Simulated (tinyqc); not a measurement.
Hueckel theory of the pi electrons with the omega technique, for the molecule C=C[CH2+] (SMILES; centres numbered as the heavy atoms are written), step by step. One step of it, computed by the program tinyqc.

Task: Omega technique, round 2. h_r = h_r(0) + omega q_r, omega = 1, with q_r = z_r - P_rr.

Hueckel matrix in units of beta (H = alpha + beta A):
```
,1C,2C,3C
1C,0.000000,1.000000,0.000000
2C,1.000000,0.000000,1.000000
3C,0.000000,1.000000,0.000000
```

charge and bond-order matrix P:
```
,1C,2C,3C
1C,0.587039,0.696311,0.587039
2C,0.696311,0.825922,0.696311
3C,0.587039,0.696311,0.587039
```

Centres:
```
centre,"z_r, pi electrons of the neutral centre",h
1C,1,0.000000
2C,1,0.000000
3C,1,0.000000
```

Give: matrix after round 2.

Result:

matrix after round 2:
```
,1C,2C,3C
1C,0.4130,1.0000,0.0000
2C,1.0000,0.1741,1.0000
3C,0.0000,1.0000,0.4130
```
